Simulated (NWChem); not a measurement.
Species: nitrous oxide (N2O); SMILES N#[N+][O-]

```xyz
3

N     -1.2110    -0.0220     0.0194
N     -0.0654    -0.0012     0.0010
O      1.1217     0.0203    -0.0179
```
Atoms are numbered in this order, from 1.

Computed with NWChem. Pople sets run with spherical d functions. Coordinates come from a PBE-D3(BJ)/def2-SVP optimisation. Vzz is the largest principal value of the second derivative of the potential at the nucleus (NWChem prints the opposite sign); η is the asymmetry. Non-relativistic.

```tsv
level	Vzz N1 (a.u.)	η N1	Vzz N2 (a.u.)	η N2	Vzz O3 (a.u.)	η O3	relative time
PBE/6-31G*	0.059	0.00	0.199	0.00	1.966	0.00	1
PBE/def2-TZVP	-0.062	0.00	0.036	0.00	1.990	0.00	5
B3LYP/6-31G*	0.001	0.00	0.078	0.00	2.090	0.00	1
B3LYP/cc-pVTZ	-0.121	0.00	-0.083	0.00	2.127	0.00	5
```

Times are rough ratios from one shared machine.
